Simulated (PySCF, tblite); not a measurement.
## A complex of borane and fluoride

A gas-phase complex of borane and fluoride; charge -1, singlet. The structure comes from a short search (6 tight-binding starts) and was relaxed by PBE0-D3(BJ)/def2-TZVPD; another way of binding may lie lower. Frequencies by PBE0-D3(BJ)/def2-TZVPD show no clear imaginary mode.

| part | name | SMILES | atoms | charge | multiplicity |
| --- | --- | --- | --- | --- | --- |
| 1 | borane | B | 1–4 | 0 | 1 |
| 2 | fluoride | [F-] | 5 | -1 | 1 |

Coordinates in Å:
```
B1      0.190   -0.084   -0.435
H2     -0.737   -0.866   -0.150
H3     -0.184    1.085   -0.222
H4      1.171   -0.336    0.290
F5      0.556   -0.239   -1.835
```

| contact | kind (by geometry) | distance (Å) | angle (°) |
| --- | --- | --- | --- |
| B1···F5 | bond | 1.455 | - |

The parts are joined by the bond B1–F5, so these are energies of forming such bonds; deforming the relaxed parts to their shape in the adduct costs 24.7 kcal/mol, which the interaction energies leave out.

Interaction energies are complex less parts, with the parts frozen as they stand in it; counterpoise-corrected, in kcal/mol (PySCF). The CCSD(T) estimate is Hartree-Fock/aug-cc-pVQZ, plus the MP2 correlation part extrapolated as X⁻³ from aug-cc-pVTZ and aug-cc-pVQZ, plus CCSD(T) less MP2 in aug-cc-pVDZ; noble-gas cores are frozen. It isn't the exact limit.

Question: How strongly do the parts interact, level by level?

Answer: 
```csv
level,interaction,superposition error removed
Hartree-Fock/aug-cc-pVQZ,-90.29,-
wB97M-D3(BJ)/def2-TZVPD,-91.10,-0.10
PBE0-D3(BJ)/def2-TZVPD,-94.21,-0.14
MP2/aug-cc-pVQZ,-90.45,-0.99
"CCSD(T), estimated basis limit",-91.18,-
```

Question: What holds them together? Decompose the wB97M-D3(BJ)/def2-TZVPD energy: frozen parts, their antisymmetrised product, then relaxation.

Answer: electrostatic -115.1, Pauli repulsion +139.1, orbital relaxation -114.6, dispersion correction -0.6 kcal/mol, which sum to the value before the counterpoise correction; the Pauli term holds the exchange-correlation of the frozen density too. Of the attraction, 50 % is electrostatic, 50 % is orbital relaxation, 0 % is dispersion correction.

The parts were also relaxed and run alone, at the levels used for the complex: shieldings by PBE0/aug-pcSseg-2; core levels by delta-SCF with SCAN, aug-pcX-2 on the ionised atom and aug-pcseg-1 elsewhere, spin-free X2C.

Question: What does binding change?

Answer: 
| property | alone | in the complex | change |
| --- | --- | --- | --- |
| shielding of B1 (ppm) | 2.6 | 109.0 | +106.3 |
| shielding of F5 (ppm) | 479.9 | 465.8 | -14.0 |
| B1 1s core level (eV) | 197.46 | 188.94 | -8.52 |
| F5 1s core level (eV) | 680.05 | 684.85 | +4.80 |

Question: What are the binding energy from relaxed parts (wB97M-D3(BJ)/def2-TZVPD), and ΔH and ΔG of association at 298.15 K and 1 atm?

Answer: -66.42 kcal/mol, -64.31 with zero-point energy; ΔH -65.7 and ΔG -58.0 kcal/mol, from harmonic vibrations by PBE0-D3(BJ)/def2-TZVPD with low modes damped.

The 6 runs behind this took 2.1 min in all, one thread each of Arm Neoverse V1 on a shared host, launched as `OMP_NUM_THREADS=1 python cluster_run.py task.json out`.
